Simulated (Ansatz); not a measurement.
Density of states of SiO₂ (P-4m2, a = 6.911 Å, b = 6.911 Å, c = 6.421 Å, α = 90.00°, β = 90.00°, γ = 90.00°), in states per eV and primitive cell, averaged over bins of 0.4 eV. All numbers below come from Ansatz 0.2.0, DFT r2SCAN, scalar-relativistic, plane waves, PAW.

Settings: cutoff 500 eV, Γ-centred mesh 4×4×4 on the computed 15-atom cell, Gaussian smearing of 0.02 eV; no spin polarisation.

The cell is relaxed at this level. The states (both spins) are summed by tetrahedra on a 6×6×6 mesh at the self-consistent density. Energies are bin centres; the table starts no lower than −8 eV and ends at 6 eV, or lower where the solved bands end.

The gap is 6.42 eV at this level, with the zero inside it.

```tsv
E − E_F (eV)	total	O 2p	Si 3p	O 2s	Si 3s
-7.25	5.00	3.64	0.68	0.54	0.05
-6.85	3.04	2.44	0.35	0.18	0.01
-6.45	1.98	1.65	0.17	0.11	0.01
-6.05	10.46	9.23	0.71	0.28	0.01
-5.65	13.91	13.01	0.46	0.12	0.01
-5.25	15.34	14.23	0.61	0.18	0.01
-4.85	15.73	14.69	0.53	0.22	0.02
-4.45	14.53	13.77	0.36	0.14	0.01
-4.05	3.04	2.95	0.04	0.01	0.00
-3.65	14.06	13.80	0.08	0.04	0.00
-3.25	2.89	2.87	0.01	0.00	0.00
-2.85	0.00	0.00	0.00	0.00	0.00
-2.45	0.00	0.00	0.00	0.00	0.00
-2.05	0.00	0.00	0.00	0.00	0.00
-1.65	0.00	0.00	0.00	0.00	0.00
-1.25	0.00	0.00	0.00	0.00	0.00
-0.85	0.00	0.00	0.00	0.00	0.00
-0.45	0.00	0.00	0.00	0.00	0.00
-0.05	0.00	0.00	0.00	0.00	0.00
0.35	0.00	0.00	0.00	0.00	0.00
0.75	0.00	0.00	0.00	0.00	0.00
1.15	0.00	0.00	0.00	0.00	0.00
1.55	0.00	0.00	0.00	0.00	0.00
1.95	0.00	0.00	0.00	0.00	0.00
2.35	0.00	0.00	0.00	0.00	0.00
2.75	0.00	0.00	0.00	0.00	0.00
3.15	0.04	0.00	0.00	0.01	0.02
3.55	0.65	0.03	0.07	0.09	0.23
3.95	1.33	0.07	0.23	0.19	0.41
4.35	1.50	0.10	0.33	0.22	0.42
4.75	1.48	0.10	0.44	0.21	0.31
5.15	2.85	0.16	0.99	0.32	0.32
5.55	2.75	0.16	1.00	0.31	0.29
```

The columns after the total are the Löwdin projections on the occupied valence shells of the potentials. The rest of the total lies in shells that are empty in the free atom, which aren't projected, and between the atoms.

This form isn't the usual stable structure of the compound.

Cost: 1 run of about 4.3 core-minutes, on Oxide Virtual Turin-like Processor (Zen 5) (shared hosts).